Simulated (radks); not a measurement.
**C⁴⁺ in 1s1.5 2s0.5: an all-electron calculation**

What are the levels of the carbon ion C4+, how large are its shells, and how does its energy divide?

Program: radks (a radial shooting solver on a logarithmic mesh, Libxc functionals) version 1. Level of theory: non-relativistic Kohn-Sham, r2SCAN, spin-polarised, spherical densities, point nucleus; open shells are filled with parallel spins first. These are calculated values, not measurements, unless marked.

## (1) What is computed

```
element       : carbon (Z = 6)
charge        : +4
electrons     : 2
configuration : 1s1.5 2s0.5
```

## (2) The calculation

Input:

```text
Z 6
configuration 1s1.5 2s0.5 2p0 3s0 3d0
relativity non-relativistic
functional r2scan,r2scan
spin polarised
nucleus point
```

**Question.** What will this run give?

The runs gave:

| quantity | value |
| --- | --- |
| total energy | -26.94729 hartree |
| exchange-correlation share of it | 10.22 % |
| −T/E | 0.9988 |
| highest occupied level | 2s up, -78.781 eV |
| most extended occupied level | 2s up, <r> = 1.16 bohr |
| radius at density 0.001 e/bohr³ | 2.11 bohr |
| maxima of the radial density | 2 |

What this shows: The radial density shows 2 maxima for 2 occupied principal shells. The ratio −T/E is 0.9988; for a non-relativistic Coulomb system it is 1 up to the kinetic part of correlation. This is not the tabulated ground configuration, so its levels and sizes aren't those of the ground state, and no measured value stands beside it.
